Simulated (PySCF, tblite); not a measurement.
**A complex of chlorine and formaldehyde**

A gas-phase complex of chlorine and formaldehyde; neutral, singlet. The structure comes from a short search (6 tight-binding starts) and was relaxed by PBE0-D3(BJ)/def2-TZVPD; another way of binding may lie lower. No frequency run checks that it is a minimum.

Parts: 1 = chlorine (ClCl), atoms 1–2; 2 = formaldehyde (C=O), atoms 3–6.

```xyz
6

Cl    0.581    0.068    0.382
Cl   -1.293   -0.312   -0.193
C    -4.432   -1.090    0.297
O    -3.850   -0.820   -0.716
H    -3.909   -1.163    1.268
H    -5.522   -1.277    0.302
```
(Å; atoms numbered from 1)

| contact | kind (by geometry) | distance (Å) | angle (°) |
| --- | --- | --- | --- |
| Cl1–Cl2···O4 | halogen bond | 2.659 | 175 |

Interaction energies are complex less parts, with the parts frozen as they stand in it; counterpoise-corrected, in kcal/mol (PySCF). The CCSD(T) estimate is Hartree-Fock/aug-cc-pVQZ, plus the MP2 correlation part extrapolated as X⁻³ from aug-cc-pVTZ and aug-cc-pVQZ, plus CCSD(T) less MP2 in aug-cc-pVDZ; noble-gas cores are frozen. It isn't the exact limit.

```
                   level  interaction  superposition error removed
Hartree-Fock/aug-cc-pVQZ         0.13                            -
 wB97M-D3(BJ)/def2-TZVPD        -2.66                        -0.15
  PBE0-D3(BJ)/def2-TZVPD        -3.52                        -0.20
         MP2/aug-cc-pVQZ        -3.40                        -0.29
```

**Question.** What does CCSD(T) at its estimated basis limit give, and which of these levels comes nearest?

**Answer.** -3.04 kcal/mol. wB97M-D3(BJ)/def2-TZVPD and MP2/aug-cc-pVQZ come equally near, within the error of the estimate; the errors are Hartree-Fock/aug-cc-pVQZ +3.17, wB97M-D3(BJ)/def2-TZVPD +0.38, PBE0-D3(BJ)/def2-TZVPD -0.49, MP2/aug-cc-pVQZ -0.37.

**Question.** What holds them together? Decompose the wB97M-D3(BJ)/def2-TZVPD energy: frozen parts, their antisymmetrised product, then relaxation.

**Answer.** electrostatic -7.0, Pauli repulsion +8.8, orbital relaxation -3.6, dispersion correction -1.0 kcal/mol, which sum to the value before the counterpoise correction; the Pauli term holds the exchange-correlation of the frozen density too. Of the attraction, 60 % is electrostatic, 31 % is orbital relaxation, 9 % is dispersion correction.

The parts were also relaxed and run alone, at the levels used for the complex: shieldings by PBE0/pcSseg-2; core levels by delta-SCF with SCAN, pcX-2 on the ionised atom and pcseg-1 elsewhere, spin-free X2C (2p3/2 is the spin-free 2p value less a third of a first-order spin-orbit splitting).

Values alone: Cl1–Cl2 bond (Å): 1.980; shielding of Cl2 (ppm): 651.1; shielding of O4 (ppm): -447.1; shielding of Cl1 (ppm): 651.1; O4 1s core level (eV): 539.29.

**Question.** What does binding change?

**Answer.** 
```csv
property,alone,in the complex,change
Cl1–Cl2 bond (Å),1.980,1.997,+0.016
shielding of Cl2 (ppm),651.1,605.2,-45.9
shielding of O4 (ppm),-447.1,-421.4,+25.7
shielding of Cl1 (ppm),651.1,669.8,+18.7
O4 1s core level (eV),539.29,539.54,+0.25
```
